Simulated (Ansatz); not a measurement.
# How far each method lies from full CI for AlH3, triplet

Geometry: a point of a stretch scan, not a stationary point.

| atom | x (Å) | y (Å) | z (Å) |
| --- | --- | --- | --- |
| Al | -0.0331 | 0.1046 | -0.2334 |
| H | -0.0331 | -1.3422 | -0.8917 |
| H | 1.3716 | -1.1783 | 5.6192 |
| H | -0.4537 | -0.2796 | 1.5193 |

Basis cc-pVDZ; Ansatz 0.2.0. Correlated methods freeze the noble-gas cores, which leaves 6 electrons in 28 orbitals. Prefix R: restricted or restricted open-shell reference; prefix U: unrestricted. Active spaces: pair = (4e, 4o) about the gap; valence = (6e, 7o) chosen from the atoms' valence shells.

Full CI is exact within this basis and frozen core; it isn't the basis-set limit. The frozen core follows each run's orbitals, which can shift R against U totals by a few meV.

For open shells CISD is restricted-active-space CI with the open shells as a complete middle space.

The UHF ⟨S²⟩ is 2.008 and the T1 diagnostic (RCCSD) is 0.0235. The largest doubles amplitude (RCCSD) is 0.040. The T1 diagnostic (UCCSD) is 0.0169.

```json
{"level": "RHF", "E − E(full CI) (mEh)": "79.81", "share of correlation (%)": "0.00", "wall time": "–"}
{"level": "UHF", "E − E(full CI) (mEh)": "78.48", "share of correlation (%)": "1.67", "wall time": "–"}
{"level": "RMP2", "E − E(full CI) (mEh)": "22.66", "share of correlation (%)": "71.60", "wall time": "–"}
{"level": "UMP2", "E − E(full CI) (mEh)": "22.40", "share of correlation (%)": "71.93", "wall time": "–"}
{"level": "CISD", "E − E(full CI) (mEh)": "3.81", "share of correlation (%)": "95.22", "wall time": "0.27 s"}
{"level": "RCCSD", "E − E(full CI) (mEh)": "1.94", "share of correlation (%)": "97.57", "wall time": "–"}
{"level": "UCCSD", "E − E(full CI) (mEh)": "1.88", "share of correlation (%)": "97.65", "wall time": "–"}
{"level": "RCCSD(T)", "E − E(full CI) (mEh)": "0.60", "share of correlation (%)": "99.25", "wall time": "0.39 s"}
{"level": "UCCSD(T)", "E − E(full CI) (mEh)": "0.58", "share of correlation (%)": "99.27", "wall time": "0.3 s"}
{"level": "BCCD(T)", "E − E(full CI) (mEh)": "0.59", "share of correlation (%)": "99.26", "wall time": "0.48 s"}
{"level": "RCCSDT", "E − E(full CI) (mEh)": "0.02", "share of correlation (%)": "99.97", "wall time": "–"}
{"level": "UCCSDT", "E − E(full CI) (mEh)": "0.01", "share of correlation (%)": "99.99", "wall time": "–"}
{"level": "RCCSDT(Q)", "E − E(full CI) (mEh)": "0.00", "share of correlation (%)": "100.00", "wall time": "2.5 s"}
{"level": "UCCSDT(Q)", "E − E(full CI) (mEh)": "-0.01", "share of correlation (%)": "100.01", "wall time": "2.2 s"}
{"level": "CASSCF (pair space)", "E − E(full CI) (mEh)": "61.91", "share of correlation (%)": "22.43", "wall time": "–"}
{"level": "NEVPT2 (pair space)", "E − E(full CI) (mEh)": "19.75", "share of correlation (%)": "75.26", "wall time": "0.24 s"}
{"level": "MRCISD (pair space)", "E − E(full CI) (mEh)": "2.40", "share of correlation (%)": "96.99", "wall time": "–"}
{"level": "MRCISD+Q (pair space)", "E − E(full CI) (mEh)": "-0.46", "share of correlation (%)": "100.58", "wall time": "0.39 s"}
{"level": "CASSCF (valence space)", "E − E(full CI) (mEh)": "43.20", "share of correlation (%)": "45.87", "wall time": "–"}
{"level": "NEVPT2 (valence space)", "E − E(full CI) (mEh)": "14.99", "share of correlation (%)": "81.22", "wall time": "1.8 s"}
{"level": "MRCISD (valence space)", "E − E(full CI) (mEh)": "1.18", "share of correlation (%)": "98.52", "wall time": "–"}
{"level": "MRCISD+Q (valence space)", "E − E(full CI) (mEh)": "-0.10", "share of correlation (%)": "100.12", "wall time": "2.2 s"}
```

The correlation energy at full CI, counted from RHF, is -2.172 eV. That run took 32 s on 1 thread of Arm Neoverse V2, shared host over 10,732,176 determinants.

Times hold each run's SCF and search for its determinant on a shared host, so for small cases they say little of a method's own cost; they ran on 1 thread of Arm Neoverse V2.

More than 5 meV below full CI, which no variational method can be: MRCISD+Q (pair space).

The full-CI state has the irrep A of C1, in the program's axes.

Natural occupations of full CI about the gap: 1.950 1.935 1.000 0.991 0.035 0.023 0.018 0.009 0.008 0.007; effectively unpaired electrons, Σ n²(2−n)², 2.03.
